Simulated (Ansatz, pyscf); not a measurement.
`[SiH4]` + `[O]` [triplet] → `[SiH3]` [doublet] + `[OH]` [doublet], a hydrogen abstraction on the triplet surface: H–Si broken, H–O formed. PySCF, gas phase, ωB97X-D3(BJ)/def2-SVP geometries. Wave-function energies: Ansatz (an electronic-structure program), frozen core, RHF or UHF references. In kcal/mol, from the separated reactants.

Cost: rough CPU time of the saddle's run relative to CCSD(T)/cc-pV(D+d)Z, from one job on a shared machine, with the HF step and its search for lower states.

```json
[
 {"level": "PBE0-D3(BJ)/def2-TZVP", "barrier": "-0.51", "reaction energy": "-12.21", "cost": "–"},
 {"level": "B3LYP-D3(BJ)/def2-TZVP", "barrier": "-0.93", "reaction energy": "-11.09", "cost": "–"},
 {"level": "CCSD(T)/cc-pV(D+d)Z", "barrier": "11.72", "reaction energy": "-2.02", "cost": "1"},
 {"level": "CCSDT(Q)/cc-pV(D+d)Z", "barrier": "(withheld)", "reaction energy": "(withheld)", "cost": "19"},
 {"level": "CCSD(T)/cc-pV(T+d)Z", "barrier": "8.07", "reaction energy": "-7.65", "cost": "7"},
 {"level": "CCSD(T)/cc-pV(Q+d)Z", "barrier": "(withheld)", "reaction energy": "-9.28", "cost": "–"}
]
```

Q: Fill in the missing entries.

A: 
- CCSDT(Q)/cc-pV(D+d)Z, barrier: 11.33
- CCSDT(Q)/cc-pV(D+d)Z, reaction energy: -2.20
- CCSD(T)/cc-pV(Q+d)Z, barrier: 6.73

In cc-pV(D+d)Z, going from CCSD(T) to CCSDT(Q) shifts the barrier by -0.39 and the reaction energy by -0.18 kcal/mol. With HF in the quadruple-zeta basis and the correlation energy extrapolated as X⁻³ from X = 3, 4, CCSD(T) gives 5.77 and -10.14; adding the double-zeta shift gives ΔE‡ = 5.38 and ΔE = -10.32 kcal/mol, without core correlation, relativity or geometry relaxation at these levels. At PBE0-D3(BJ), B3LYP-D3(BJ) this geometry lies under the reactants; that is no barrier but a single point on another level's saddle; such a level's own saddle, if it has one, lies nearer that side and is low. This saddle turned up in a search for another step; its sides and bond changes are read from the two ends of the descent. SiH₃• + OH• also meet on a surface of lower spin, which isn't treated here. One saddle was located; it need not be the lowest between these sides. The angle at the transferred H is 136°. Left out: the spin-orbit lowering of OH, O.
